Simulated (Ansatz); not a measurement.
Consider a ladder of basis sets of H3Si (charge +1), SMILES [SiH3+] (the Ansatz DFT code, driven from Python).

`run_basis.py`
```python
import logging
import sys

import ansatz as az

logging.basicConfig(stream=sys.stdout, format='%(levelname)s:%(name)s:%(message)s')
log = logging.getLogger('run')
log.setLevel(logging.INFO)


def main() -> None:
    geometry_ang = [
        ('Si', [0.00831, -0.00063, -0.00475]),
        ('H', [0.68079, 0.67248, 1.10921]),
        ('H', [-0.12064, -1.45991, -0.00836]),
        ('H', [-0.56846, 0.78806, -1.0961]),
    ]
    system = az.Crystal.molecule()
    for symbol, xyz in geometry_ang:
        system = system.atom(symbol, xyz)

    calc = system.calculation().functional('hf').charge(1)

    energies = {}
    for basis in ['cc-pVDZ', 'cc-pVTZ', 'cc-pVQZ']:
        r = calc.basis(gaussian=basis).run(threads=1, backend='cpu').report
        size = r['n_frozen'] + r['n_occupied'][0] + r['n_virtual'][0]
        energies[basis] = (r['reference_energy_ev'] / 27.211386246, r['free_energy_ev'] / 27.211386246)
        log.info(f'{basis:14s} {size:4d} orbitals  reference {energies[basis][0]:14.6f} Ha  total {energies[basis][1]:14.6f} Ha')

    last = energies['cc-pVQZ'][1]
    for basis, (_, total) in energies.items():
        log.info(f'{basis:14s} lies {27.211386 * (total - last):9.4f} eV above cc-pVQZ')


if __name__ == '__main__':
    main()
```

How far does the total energy move along this ladder of basis sets?

Against cc-pVDZ: cc-pVTZ -15.0 mHa and cc-pVQZ -19.9 mHa. The last step alone is -4.82 mHa.

The run itself:

```console
$ python run_basis.py
INFO:run:cc-pVDZ          33 orbitals  reference    -290.346745 Ha  total    -290.346745 Ha
INFO:run:cc-pVTZ          76 orbitals  reference    -290.361773 Ha  total    -290.361773 Ha
INFO:run:cc-pVQZ         149 orbitals  reference    -290.366598 Ha  total    -290.366598 Ha
INFO:run:cc-pVDZ        lies    0.5402 eV above cc-pVQZ
INFO:run:cc-pVTZ        lies    0.1313 eV above cc-pVQZ
INFO:run:cc-pVQZ        lies    0.0000 eV above cc-pVQZ
```

Reading the output:
- The drop along the ladder measures the basis error, and is no property of the molecule.
- The geometry is a force-field or estimated start, not a minimum of this method, and the last set is no limit. Much of the fall in a total is atomic energy, which cancels in bond and reaction energies.
- For Al to Cl the sets with a tight d function, cc-pV(X+d)Z, are usual.
- Timing: 1.4 s on 1 thread of Arm Neoverse V1, with other jobs on the host, peak memory 0.22 GiB.
